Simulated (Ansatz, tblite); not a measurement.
# The cluster Al2F2: a ladder of methods and basis sets

One table from this session's results is given with a row withheld; the runs are named, their logs left out.

The runs use Ansatz 0.2.0, Gaussian basis; as each input shows.

Levels to be run: GFN1-xTB, GFN2-xTB, PBE-D4/def2-TZVP, r2SCAN-D4/def2-TZVP, HF/def2-TZVP, B97M-V/def2-TZVP, B2PLYP/def2-TZVP, ωB97M-V/def2-TZVP, LDA/def2-TZVP, PBE-D4/def2-SVP, PBE0-D4/def2-SVP, HF/STO-3G, HF/6-31G, B3LYP-D4/6-31G, PBE0-D4/def2-TZVPD, PBE-D4/def2-TZVPD, r2SCAN-D4/def2-TZVPD, CCSD(T)/def2-TZVPP, MP2/def2-TZVP, RPA/def2-TZVP, CCSD(T)/def2-TZVPD.

## The geometry

The geometry is that of the singlet, from an earlier relaxation (r2SCAN-D4/def2-TZVP). At that level it is the lowest of the isomers that a small search found.

4 atoms, charge 0, spin multiplicity 1.

Bond lengths: Al1–F3 1.663 Å, Al2–F4 1.663 Å.

PBE0-D4/def2-TZVP was run before; its log isn't repeated, and its numbers join the tables.

Set-up of the first run:

Tight binding, by tblite at 300 K electronic temperature and without a spin-polarisation term:

```python
tblite.interface.Calculator('GFN1-xTB', numbers, positions, charge=0, uhf=0).singlepoint()
```

Tight binding, by tblite at 300 K electronic temperature and without a spin-polarisation term:

```python
tblite.interface.Calculator('GFN2-xTB', numbers, positions, charge=0, uhf=0).singlepoint()
```

start.molden holds the orbitals of an earlier run on this state, given as this run's starting guess.

in.yaml

```yaml
crystal:
  periodic: [false, false, false]
  atoms:
    - {symbol: Al, position_ang: [-1.462350, -0.131607, -0.299597]}
    - {symbol: Al, position_ang: [1.463972, 0.131642, 0.304433]}
    - {symbol: F, position_ang: [-2.214645, 1.337565, -0.092728]}
    - {symbol: F, position_ang: [2.213023, -1.337600, 0.087893]}
basis:
  gaussian: {orbitals: def2-TZVP, initial_orbitals: start.molden}
hamiltonian: {xc: pbe, dispersion: d4}
scf: {omitted_lower_state_checks: [starts]}
output: {orbitals: {seedname: orbitals}}
```

On the command line:

```console
$ ansatz run in.yaml --threads 4 --pin off --events-out ev --progress --plain --max-ram 3916MiB
```

Among the steps run: PBE-D4/def2-TZVP; r2SCAN-D4/def2-TZVP; HF/def2-TZVP; B97M-V/def2-TZVP; B2PLYP/def2-TZVP; ωB97M-V/def2-TZVP; LDA/def2-TZVP; PBE-D4/def2-SVP; PBE0-D4/def2-SVP; HF/STO-3G; HF/6-31G; B3LYP-D4/6-31G; PBE0-D4/def2-TZVPD; PBE-D4/def2-TZVPD; r2SCAN-D4/def2-TZVPD; CCSD(T)/def2-TZVPP; MP2/def2-TZVP; RPA/def2-TZVP; CCSD(T)/def2-TZVPD.

One table of the session follows, with a row left open; its other results are not shown here.

It belongs to the step «Levels side by side». 

```
               level  HOMO (eV)  gap (eV)
           HF/STO-3G      -3.58     11.91
            HF/6-31G      -8.24      8.38
        HF/def2-TZVP      -7.96      8.21
       LDA/def2-TZVP      -5.68      2.55
     PBE-D4/def2-SVP      -5.46      2.61
    PBE-D4/def2-TZVP      -5.55      2.56
   PBE-D4/def2-TZVPD      -5.59      2.56
 r2SCAN-D4/def2-TZVP      -5.66      2.74
r2SCAN-D4/def2-TZVPD      -5.68      2.74
    B97M-V/def2-TZVP      -5.69      2.82
      B3LYP-D4/6-31G      -6.32      3.86
    PBE0-D4/def2-SVP      -6.29      4.03
   PBE0-D4/def2-TZVP      -6.35      4.01
  PBE0-D4/def2-TZVPD      -6.38      3.98
   ωB97M-V/def2-TZVP          ?         ?
```

Q: Estimate the row for ωB97M-V/def2-TZVP from the others.

The run gave: HOMO (eV): -8.11; gap (eV): 7.59. In the column «HOMO (eV)» it lies between HF/6-31G (-8.24) and HF/def2-TZVP (-7.96).
